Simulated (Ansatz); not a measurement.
**Scan of HPAl, quartet**

Starting geometry (PBE0/def2-TZVP stationary point for this spin, not checked as a minimum):

```json
{"atom": "Al", "x (Å)": "0.0000", "y (Å)": "0.0348", "z (Å)": "1.3006"}
{"atom": "P", "x (Å)": "0.0000", "y (Å)": "-0.0736", "z (Å)": "-1.0887"}
{"atom": "H", "x (Å)": "0.0000", "y (Å)": "1.3304", "z (Å)": "-1.3605"}
```

From there all distances are scaled together; atoms are numbered as listed. Energies are in kJ/mol, counted from the starting geometry at the same level.

Basis 6-31G; Ansatz 0.2.0. Correlated methods freeze the noble-gas cores. R marks a restricted (for open shells ROHF) determinant, U an unrestricted one. Active spaces: valence = (9e, 9o) chosen from the atoms' valence shells.

Unrestricted rows (U) aren't spin-pure: their determinants' ⟨S²⟩ exceeds S(S+1) by up to 0.99, so they mix in states of higher spin. Coupled cluster chose its determinant by a search with trial CCSD, here up to 1.42 eV above the lowest Hartree–Fock solution of its kind, and MP2 stands on that determinant too. Runs in a small pair space aren't shown, since their orbitals change along the scan. A value is left out where its run failed or describes another state than the reference as far as symmetry and spin tell, or, spin-broken singlets apart, can't be checked. So is a cluster or MP2 value whose T1 reaches 0.2, or 0.1 on a determinant over 1 eV above the lowest, or whose CCSD ends far below full CI on such a determinant.

Full CI is exact within this basis and frozen core; it isn't the basis-set limit. The frozen core follows each run's orbitals, which can shift R against U totals by a few meV.

```csv
scale of all distances,full CI,unpaired electrons (full CI),error RMP2,error RCCSD(T),error RCCSDT,error UCCSDT(Q),error RCCSDTQ,error NEVPT2 (valence space)
0.893,109.3,3.03,-9.4,-0.3,-0.1,0.0,0.0,0.4
1.000,0.0,3.04,0.0,0.0,0.0,0.0,0.0,0.0
1.120,-4.8,3.07,11.9,0.0,0.1,0.0,0.0,0.0
1.285,44.1,3.12,24.0,-0.2,0.0,0.1,0.0,-0.2
1.482,106.3,3.29,41.4,-0.2,0.1,0.1,0.0,-0.6
1.783,171.1,3.97,89.8,-0.6*,0.2*,–,0.0*,–
2.002,193.2,4.51,130.7,-1.5*,0.2*,0.0,0.0*,-1.7
2.375,205.8,4.92,–,–,–,-0.1,-0.1*,-2.2
```

An asterisk marks runs whose energy the program itself flagged as in doubt.

Unpaired electrons are Σ n²(2−n)² over natural occupations. Errors are those of relative energies. In total energy the starting point itself misses full CI by: RMP2 63.9, RCCSD(T) 1.7, RCCSDT 0.3, UCCSDT(Q) 0.0, RCCSDTQ 0.0, NEVPT2 (valence space) 24.1 kJ/mol.

Spread of the error over the points with a reference, to 2.375 (largest less smallest): RCCSDTQ 0.1, UCCSDT(Q) 0.2 (7 of 8 points), RCCSDT 0.3 (7 of 8 points), RCCSD(T) 1.5 (7 of 8 points), NEVPT2 (valence space) 2.6 (7 of 8 points), RMP2 140.1 (7 of 8 points) kJ/mol.
